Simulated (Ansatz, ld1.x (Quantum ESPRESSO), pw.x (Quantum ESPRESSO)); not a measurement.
Equation-of-state test of one RRKJ potential (Sc)

- Element: Sc (Z = 21)
- Generator: ld1.x (Quantum ESPRESSO) 7.5
- Type: norm-conserving RRKJ (Kleinman–Bylander form)
- Functional: LDA (PW92)
- Relativity: scalar-relativistic
- Frozen core: [Ar]
- Valence charge: 3
- Reference configuration: 3d1 4s1.75 4p0 (charge +0.25)
- Partial waves: 4p (bound, empty): rc 2.65 bohr; 3d (bound): rc 2.65 bohr; 4s (bound): rc 2.40 bohr
- Local potential: the s channel
- Core correction: Bessel-smoothed model core inside 1.30 bohr
- rho0: 0.01

Atomic tests: cutoffs needed: 21 Ry and 25 Ry (the cutoffs (Ry, on a coarse ladder) from which the occupation-weighted sum of valence levels, in a spherical-Bessel basis at the reference potential, stays within 10 and 1 mRy of its value at 400 Ry); ghost test: no extra level below or beside the all-electron valence levels (p, d, s, f tested) (spherical-Bessel basis up to 400 Ry, 20 bohr box); largest excitation error: +140 meV (all-electron minus pseudo) for 3d0 4s2 4p0, out of 7 test configurations.

Crystal test: fcc Sc in pw.x 7.5, no spin, 13³ k-points, Fermi–Dirac smearing 0.01 Ry, cutoffs 50/200 Ry. The lattice is a test structure that the element need not adopt, and mesh and smearing are coarse.

pw.x input:

```
&control
  calculation='scf', prefix='x', pseudo_dir='./', outdir='./tmp', tstress=.true., disk_io='none'
/
&system
  ibrav=0, nat=1, ntyp=1, ecutwfc=50, ecutrho=200, nbnd=8,
  occupations='smearing', smearing='fd', degauss=0.01
/
&electrons
  conv_thr=1e-09, mixing_beta=0.4, electron_maxstep=70
/
ATOMIC_SPECIES
Sc 1.0 Sc.UPF
CELL_PARAMETERS angstrom
  0.00000000 2.24252665 2.24252665
  2.24252665 0.00000000 2.24252665
  2.24252665 2.24252665 0.00000000
ATOMIC_POSITIONS crystal
Sc 0.0000 0.0000 0.0000
K_POINTS automatic
13 13 13 0 0 0
```

```bash
pw.x < Sc.scf.in > Sc.scf.out
```

Question: How does the run end?

Answer: It converges; the pressure is 4.17 GPa against 0.00 GPa from all-electron LAPW. This is a poor potential for the solid. The log shows:

```
     total energy              =     -18.61587639 Ry
     estimated scf accuracy    <       0.00148110 Ry
     iteration #  3     ecut=    50.00 Ry     beta= 0.40
     total energy              =     -18.61618440 Ry
     estimated scf accuracy    <       0.00002273 Ry
     iteration #  4     ecut=    50.00 Ry     beta= 0.40
     c_bands:  1 eigenvalues not converged
     c_bands:  1 eigenvalues not converged
     c_bands:  1 eigenvalues not converged
     c_bands:  2 eigenvalues not converged
     [... 1 repeated lines left out ...]
     total energy              =     -18.61627955 Ry
     estimated scf accuracy    <       0.00000253 Ry
     iteration #  5     ecut=    50.00 Ry     beta= 0.40
     total energy              =     -18.61627701 Ry
     estimated scf accuracy    <       0.00000530 Ry
     iteration #  6     ecut=    50.00 Ry     beta= 0.40
     total energy              =     -18.61627789 Ry
     estimated scf accuracy    <          2.5E-09 Ry
     iteration #  7     ecut=    50.00 Ry     beta= 0.40
     total energy              =     -18.61627804 Ry
     estimated scf accuracy    <       0.00000005 Ry
     iteration #  8     ecut=    50.00 Ry     beta= 0.40
     total energy              =     -18.61627803 Ry
     estimated scf accuracy    <          9.4E-09 Ry
     iteration #  9     ecut=    50.00 Ry     beta= 0.40
     the Fermi energy is     5.6771 ev
!    total energy              =     -18.61627804 Ry
     estimated scf accuracy    <          3.3E-11 Ry
     smearing contrib. (-TS)   =      -0.00781607 Ry
     The total energy is F=E-TS. E is the sum of the following terms:
     one-electron contribution =       3.46590330 Ry
     hartree contribution      =       0.02273859 Ry
     xc contribution           =     -17.22852384 Ry
     ewald contribution        =      -4.86858002 Ry
     convergence has been achieved in   9 iterations
          total   stress  (Ry/bohr**3)                   (kbar)     P=       41.66
     Message from routine punch:
     Nothing written, as per user request (disk_io='none')
```
